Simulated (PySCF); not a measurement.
Species: C6H8 (charge +1 and doublet state).
Cartesian coordinates in Å at the GFN2-xTB level; atoms count from 1:
```
atom  x, y, z in Å
C1    -1.651    1.430   -0.161
C2    -1.071    0.182   -0.165
C3    -1.887   -1.052   -0.198
C4     0.316    0.091   -0.139
C5     1.537    0.007   -0.117
C6     2.944   -0.079   -0.094
H7    -1.055    2.329   -0.138
H8    -2.724    1.541   -0.181
H9    -1.280   -1.952   -0.199
H10   -2.530   -1.047   -1.082
H11   -2.567   -1.072    0.657
H12    3.266   -0.471    0.879
H13    3.408    0.895   -0.255
H14    3.293   -0.804   -0.836
```

The hyperfine couplings belong to this conformer and change with its torsions.

The species is `[CH2+][C](C)C#CC` [radical] (charge +1).

Computed, not measured: UKS B3LYP, pcH-1 on C H, non-relativistic, mean-field spin-orbit, GIAO in PySCF 2.14.0. One conformer (not necessarily the lowest) at the GFN2-xTB geometry, without solvent, vibrations or thermal averaging. GFN2-xTB frequencies show an imaginary mode (31i cm⁻¹), so this geometry is no minimum at that level. A GFN2-xTB geometry isn't a minimum of the functional, and hyperfine couplings can be far from their values at a DFT geometry, by a factor of two or more for some ions and for spin on atoms past the first row. Stability of the SCF solution: not tested.

Q: Where do the isotropic ENDOR lines of H12/H13/H14, H8, H7 and H9/H10/H11 fall at 1211.7 mT, to first order?

A: For S = 1/2 in fast tumbling each set of equivalent nuclei gives two lines, ν± = |νn ± a/2| to first order, with νn = g_N μN B/h and μN/h = 7.62259 MHz/T.

| nuclei | isotope | g_N | νn (MHz) | a_iso (MHz) | lower line (MHz) | upper line (MHz) |
| --- | --- | --- | --- | --- | --- | --- |
| H12/H13/H14 | 1H | 5.5857 | 51.59 | 46.53 | 28.33 | 74.86 |
| H8 | 1H | 5.5857 | 51.59 | -37.26 | 32.96 | 70.22 |
| H7 | 1H | 5.5857 | 51.59 | -36.87 | 33.16 | 70.03 |
| H9/H10/H11 | 1H | 5.5857 | 51.59 | 17.12 | 43.03 | 60.15 |

Q: Which pairs are centred on the nuclear Larmor frequency, and which on half the coupling?

A: Centred on νn, since |a| < 2νn: H12/H13/H14, H8, H7 and H9/H10/H11. No pair has |a| > 2νn.

Q: At what field would the lower line of H9/H10/H11 fall to zero frequency?

A: Where νn = |a|/2, that is B = 8.56 MHz/(5.5857 × 7.62259 MHz/T) = 201 mT, as far as first order holds there.

Nuclei that the bonding pattern makes equivalent are averaged, as if the motion that swaps them (rotation, inversion, ring flip) were fast. H7 and H8 aren't averaged: C1 is flat or nearly so (angle sum 360°), and its turn about the short C1–C2 bond (1.38 Å) is taken as slow. The three 1H nuclei of mean +46.5 MHz run from 3.9 to 84.1 MHz in the frozen geometry. The three 1H nuclei of mean +17.1 MHz run from -2.3 to 26.9 MHz in the frozen geometry.

The largest Mulliken spin populations are on C1 (+0.57), C5 (+0.31) and C4 (+0.07). The angles at C1 add up to 360.0°, so it is planar.

Hardware: Arm Neoverse V1, one thread, no GPU, shared host with 32 logical CPUs at a one-minute load of 13. Cost: 36 s wall (grids of density and orbitals included), 0.86 GiB resident at most.

The SMILES draws the unpaired electron on C2; the largest computed Mulliken spin population is on C1 (0.57 against 0.04).
